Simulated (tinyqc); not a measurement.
Worked calculation: extended Hueckel theory, for LiH-. The parameters take no account of the charge, which enters only through the electron count, and nothing here shows that the anion is bound. Computed by tinyqc, a small Python program that keeps every step (integrals from PySCF). Settings: charge = -1, K = 1.75, weighted = 1, multiplicity = 2. Command: `OMP_NUM_THREADS=1 python tinyqc.py 28758 28759 out.jsonl` (the two numbers bound the seeds that draw the settings). One thread of a shared host (Intel(R) Xeon(R) Processor @ 2.60GHz), about 0.01 s of CPU time with the checks.

## Overlaps

Geometry (angstrom):

| atom | x | y | z |
|---|---|---|---|
| Li | 0.00000 | 0.00000 | 0.00000 |
| H | 0.00000 | 0.00000 | 1.64300 |

Parameters chosen for this run:

| element | shell | Slater exponent | H_ii (eV) |
|---|---|---|---|
| Li | 2s | 0.65000 | -5.40000 |
| Li | 2p | 0.65000 | -3.50000 |
| H | 1s | 1.30000 | -13.60000 |

Slater orbitals, each expanded in six Gaussians scaled to its exponent.

overlap S, lower triangle:
```
          1Li 2s  1Li 2px  1Li 2py  1Li 2pz    2H 1s
1Li 2s   1.00000
1Li 2px  0.00000  1.00000
1Li 2py  0.00000  0.00000  1.00000
1Li 2pz  0.00000  0.00000  0.00000  1.00000
2H 1s    0.35295  0.00000  0.00000  0.47593  1.00000
```

## Wolfsberg-Helmholz matrix

diagonal H_ii (eV): 1Li 2s -5.40000, 1Li 2px -3.50000, 1Li 2py -3.50000, 1Li 2pz -3.50000, 2H 1s -13.60000

K = 1.75000

H_ij = K' S_ij (H_ii + H_jj)/2 for i != j (the diagonal keeps H_ii), with K' = K + D^2 + D^4 (1 - K), D = (H_ii - H_jj)/(H_ii + H_jj), K = 1.75.

H (eV), lower triangle:
```
           1Li 2s   1Li 2px   1Li 2py   1Li 2pz      2H 1s
1Li 2s   -5.40000
1Li 2px   0.00000  -3.50000
1Li 2py   0.00000   0.00000  -3.50000
1Li 2pz   0.00000   0.00000   0.00000  -3.50000
2H 1s    -6.40510   0.00000   0.00000  -8.16927  -13.60000
```

## Orbitals

valence electrons = 3

Solve H C = S C e through S^(-1/2); fill by pairs from the bottom, a degenerate level sharing its electrons equally; each orbital has its largest coefficient positive (the first on a tie).

orbital energies (eV): -14.05006  -4.78076  -3.50000  -3.50000  5.66509

occupations: 2.00000  1.00000  0.00000  0.00000  0.00000

coefficients:
```
             MO1       MO2      MO3       MO4       MO5
1Li 2s   0.14666   0.85595  0.00000   0.00000   0.66167
1Li 2px  0.00000   0.00000  0.01481   0.99989   0.00000
1Li 2py  0.00000   0.00000  0.99989  -0.01481   0.00000
1Li 2pz  0.12326  -0.51702  0.00000   0.00000   1.03274
2H 1s    0.87724  -0.11235  0.00000   0.00000  -0.87112
```

sum of one-electron energies = -32.88089 eV

Within a degenerate level the vectors are fixed only up to a rotation; this is one choice.

## Mulliken analysis

P = C n C^T; charge = valence electrons (Li 1, H 1) minus the sum of (P S)_ii on the atom; overlap population = 2 sum P_ij S_ij between two atoms.

charges: 1Li -0.26082, 2H -0.73918

Overlap populations:

| pair | value |
|---|---|
| 2-1 | 0.374895 |
